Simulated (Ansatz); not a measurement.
Relaxed structures of CH5OSi (charge -1), singlet (PBE0-D4/def2-TZVPD; forces vanish, vibrations not checked; lower isomers may exist, and structures with a doubtful reference or unclear bonds are left out; Å). Program: Ansatz 0.2.0. Basis: def2-TZVPPD. Cores are frozen in the correlated methods.

Rank them by CCSD(T) energy, lowest first, and give each one's height above the lowest. Links in brackets join atoms within 1.22 times the sum of their covalent radii (1.1 for two metals). (An estimate is asked for; the value comes from the calculation.)
A.
CH₅OSi ([CH3][O][SiH2]), total charge -1
```
8
angstrom
C 0.5209 -0.4920 0.6182
O 0.8476 0.1195 -0.5795
Si -0.3824 0.9593 -1.4844
H -1.4999 -0.1295 -1.4005
H -1.0161 1.7616 -0.3027
H 0.1265 0.2288 1.3555
H 1.4125 -0.9729 1.0544
H -0.2554 -1.2660 0.4882
```
B.
CH₅OSi ([CH2][O][SiH3]), total charge -1
```
8
angstrom
C -0.4301 0.8728 -1.3144
O 0.8425 0.2397 -0.7837
Si 0.4522 -0.4707 0.6116
H -1.1743 0.0510 -1.3777
H -0.7915 1.5478 -0.5102
H -0.0381 0.4597 1.6808
H 1.6965 -1.1262 1.1935
H -0.5571 -1.5742 0.5000
```
C.
CH₅OSi ([OH][CH][SiH3]), total charge -1
```
8
angstrom
C 0.0966 0.6493 -0.5111
O 0.9270 0.3611 -1.6617
Si 0.0394 -0.4689 0.8719
H 1.8454 0.4886 -1.4065
H -0.0281 1.7219 -0.3334
H -0.9042 0.0831 1.9108
H 1.2745 -0.8684 1.7279
H -0.4431 -1.8720 0.5503
```
D.
CH₅OSi ([CH2]1[O][SiH3]1), total charge -1
```
8
angstrom
C -0.5512 0.6069 -0.8029
O 0.8970 0.2655 -0.8517
Si 0.2998 -0.4094 0.5734
H -1.0822 0.1815 -1.6674
H -0.6953 1.6975 -0.7872
H 0.0047 0.3791 1.8426
H 1.6504 -1.0318 1.0513
H -0.5233 -1.6892 0.6418
```

The calculation gives: A (0.000 eV), D (0.669 eV), B (1.387 eV), C (1.902 eV). Heights count from the lowest.

The T1 diagnostic stays at or below 0.016.

For scale, one of the runs: CCSD(T)/def2-TZVPPD, 210 basis functions, launched by `ansatz run in.yaml --threads 2 --pin off --events-out ev --progress --plain --max-ram 4352MiB`. Time: 53 s of wall clock on 2 CPU threads of an Intel Xeon Platinum 8259CL; the host was shared. Peak host memory: 2.9 GiB.
